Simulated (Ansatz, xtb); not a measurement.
## Two isomers of C4H8Cl2

Structure I is `C[C@H](Cl)[C@@H](C)Cl`, a singlet and structure II is `C[C@H](Cl)[C@H](C)Cl`, a singlet. Both are isolated molecules in the gas phase, relaxed with B3LYP-D3(BJ)/def2-SVP; each stands in its lowest conformer found.

I (Å):

```json
{"atom": "C", "x (Å)": "1.4284", "y (Å)": "-0.2045", "z (Å)": "0.1472"}
{"atom": "C", "x (Å)": "0.7831", "y (Å)": "0.0431", "z (Å)": "1.4995"}
{"atom": "C", "x (Å)": "-0.1220", "y (Å)": "1.2766", "z (Å)": "1.5708"}
{"atom": "C", "x (Å)": "-0.7667", "y (Å)": "1.5244", "z (Å)": "2.9234"}
{"atom": "Cl", "x (Å)": "-0.2316", "y (Å)": "-1.4197", "z (Å)": "1.9300"}
{"atom": "Cl", "x (Å)": "0.8922", "y (Å)": "2.7394", "z (Å)": "1.1394"}
{"atom": "H", "x (Å)": "2.0158", "y (Å)": "-1.1327", "z (Å)": "0.1703"}
{"atom": "H", "x (Å)": "2.0926", "y (Å)": "0.6327", "z (Å)": "-0.1090"}
{"atom": "H", "x (Å)": "0.6607", "y (Å)": "-0.2983", "z (Å)": "-0.6361"}
{"atom": "H", "x (Å)": "1.5420", "y (Å)": "0.1095", "z (Å)": "2.2924"}
{"atom": "H", "x (Å)": "-0.8813", "y (Å)": "1.2098", "z (Å)": "0.7783"}
{"atom": "H", "x (Å)": "-1.4301", "y (Å)": "0.6869", "z (Å)": "3.1806"}
{"atom": "H", "x (Å)": "-1.3548", "y (Å)": "2.4522", "z (Å)": "2.9002"}
{"atom": "H", "x (Å)": "0.0015", "y (Å)": "1.6193", "z (Å)": "3.7061"}
```

II (Å):

```yaml
atoms:
  - { symbol: C, position_ang: [-1.3012, 0.8427, 1.4850] }
  - { symbol: C, position_ang: [-0.1693, 0.3538, 2.3695] }
  - { symbol: C, position_ang: [1.1587, 0.0634, 1.6603] }
  - { symbol: C, position_ang: [1.7160, 1.1885, 0.8081] }
  - { symbol: Cl, position_ang: [0.1690, 1.5885, 3.6771] }
  - { symbol: Cl, position_ang: [0.9116, -1.4275, 0.6284] }
  - { symbol: H, position_ang: [-2.2192, 0.9672, 2.0758] }
  - { symbol: H, position_ang: [-1.0583, 1.8092, 1.0211] }
  - { symbol: H, position_ang: [-1.4878, 0.1037, 0.6911] }
  - { symbol: H, position_ang: [-0.4692, -0.5513, 2.9131] }
  - { symbol: H, position_ang: [1.8897, -0.2425, 2.4197] }
  - { symbol: H, position_ang: [1.8460, 2.0865, 1.4310] }
  - { symbol: H, position_ang: [1.0432, 1.4295, -0.0271] }
  - { symbol: H, position_ang: [2.6915, 0.9026, 0.3911] }
```

Quicker runs give these differences E(II) − E(I): GFN2-xTB +0.26 kcal/mol; HF/STO-3G +0.11 kcal/mol (at GFN2-xTB geometries); r2SCAN-D4/def2-SVP −0.30 kcal/mol (at GFN2-xTB geometries).

**Question.** Which of the two would you expect CCSD(T)/def2-SVP + ΔMP2/def2-TZVPP electronic energies to favour?

**Answer.** Too close to call at this level: CCSD(T)/def2-SVP + ΔMP2/def2-TZVPP gives E(II) − E(I) = −0.22 kcal/mol.

Level by level:

```tsv
level	geometry	E(II) − E(I) (kcal/mol)	departure from the last row (kcal/mol)	job, with rough time for the two
GFN2-xTB	GFN2-xTB	+0.26	+0.48	optimisation, 0.17 s
HF/STO-3G	GFN2-xTB	+0.11	+0.33	single point, 0.54 s
r2SCAN-D4/def2-SVP	GFN2-xTB	−0.30	−0.08	single point, 6.9 s
B3LYP-D3(BJ)/def2-SVP	B3LYP-D3(BJ)/def2-SVP	−0.29	−0.07	optimisation, 47 s
HF/def2-SVP	B3LYP-D3(BJ)/def2-SVP	−0.23	−0.01	part of the CCSD(T) run
MP2/def2-SVP	B3LYP-D3(BJ)/def2-SVP	−0.29	−0.07	part of the CCSD(T) run
CCSD(T)/def2-SVP	B3LYP-D3(BJ)/def2-SVP	−0.24	−0.02	single point
CCSD(T)/def2-SVP + ΔMP2/def2-TZVPP	B3LYP-D3(BJ)/def2-SVP	−0.22		single point, 87 s
```

As drawn, both hold the same kinds of bond in the same numbers.

The largest departure from CCSD(T)/def2-SVP + ΔMP2/def2-TZVPP is that of GFN2-xTB, 0.48 kcal/mol. The last row adds to CCSD(T) the change of the MP2 difference between the two basis sets, here +0.02 kcal/mol.

With harmonic frequencies from B3LYP-D3(BJ)/def2-SVP (ideal gas, rigid rotor, one conformer each, 298.15 K, 1 atm): the zero-point term adds +0.14 kcal/mol; ΔH is −0.10 and ΔG +0.46 kcal/mol.

The correlated steps freeze 14 core orbitals. Programs: Ansatz 0.2.0, xtb 6.7.1; the last row on 2 threads of Arm Neoverse V1 on a shared host.
